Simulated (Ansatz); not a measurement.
The inner images of a band of AlH3 (4 atoms, charge 0, multiplicity 1) are given out of order.

These are results of RKS r2SCAN/def2-SVP in Ansatz 0.2.0, not measurements.

Initial state:

```xyz
4
Properties=species:S:1:pos:R:3
Al 0.392 0.000 0.226
H 0.392 0.000 1.815
H 1.768 0.000 -0.568
H -0.984 0.000 -0.568
```

Final state:

```xyz
4
Properties=species:S:1:pos:R:3
Al -0.817 -0.001 0.714
H 1.403 0.000 0.936
H 1.390 0.000 0.155
H -0.408 0.000 -0.899
```

Put them in order from the first end to the last, with their energies above the first end.
A.
```xyz
4
Properties=species:S:1:pos:R:3
Al -0.273 0.000 0.613
H 1.151 0.000 1.322
H 1.358 0.000 -0.111
H -0.667 0.000 -0.917
```
B.
```xyz
4
Properties=species:S:1:pos:R:3
Al 0.259 0.000 0.279
H 0.640 0.000 1.815
H 1.633 0.000 -0.449
H -0.964 0.000 -0.740
```
C.
```xyz
4
Properties=species:S:1:pos:R:3
Al -0.075 0.000 0.493
H 1.073 0.000 1.533
H 1.384 0.000 -0.240
H -0.812 0.000 -0.880
```
D.
```xyz
4
Properties=species:S:1:pos:R:3
Al -0.479 -0.001 0.683
H 1.225 0.000 1.052
H 1.379 0.000 0.112
H -0.556 0.000 -0.941
```
E.
```xyz
4
Properties=species:S:1:pos:R:3
Al 0.104 0.000 0.367
H 0.889 0.000 1.718
H 1.485 0.000 -0.342
H -0.909 0.000 -0.837
```

B (+0.25 eV), E (+1.02 eV), C (+2.11 eV), A (+2.65 eV), D (+1.95 eV).

Time of the run: 39 s on 1 thread of Arm Neoverse V1 (shared host), peak memory 0.088 GiB.
